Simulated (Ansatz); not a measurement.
# Relaxing Sn₃Cl₂

All numbers below come from DFT PBE, scalar-relativistic, plane waves, PAW (Ansatz 0.2.0). Cutoff 420 eV, Γ-centred k mesh, Gaussian smearing, no spin polarisation in the final step.

This is the end of a relaxation of cell and atoms.

```xyz
5
Lattice="4.5470 0.0000 0.0000 -2.2735 3.9378 0.0000 0.0000 0.0000 11.6993" Properties=species:S:1:pos:R:3 pbc="T T T"
Sn    0.0000    0.0000    0.0000
Sn    0.0000    2.6252    6.3151
Sn    2.2735    1.3126    5.3842
Cl    0.0000    2.6252    1.3287
Cl    2.2735    1.3126   10.3706
```

Energies over the elements count from the elements' standard structures at the same level (Cl₂ as a molecule), with no empirical corrections.

Question: What space group does it have?

Answer: P-3m1 (No. 164). Conventional cell: a = 4.547 Å, c = 11.699 Å. Around Sn on Wyckoff site a (1 atom of the primitive cell) lie 6 Cl at 2.94 Å; Sn on Wyckoff site d (2 atoms of the primitive cell) has 3 Sn at 2.79 Å; around Cl lie 3 Sn at 2.94 Å.

Question: How far does it lie from the elements in energy?

Answer: -0.42 eV/atom.

Question: Is it a metal?

Answer: Yes, bands cross the Fermi level on the 12×12×4 mesh.

The final run used a 12×12×4 mesh on its 5-atom cell and 0.10 eV smearing. The k mesh leaves about 4 meV/atom of noise in metals. No dispersion correction is applied, so the spacing between layers, chains or molecules is poorly fixed, and with it the volume and density. The cell came from a trial start, so Sn₃Cl₂ may not exist in this structure.

Cost: 4 runs of about 6.1 core-minutes in all, on Arm Neoverse V2 (shared hosts).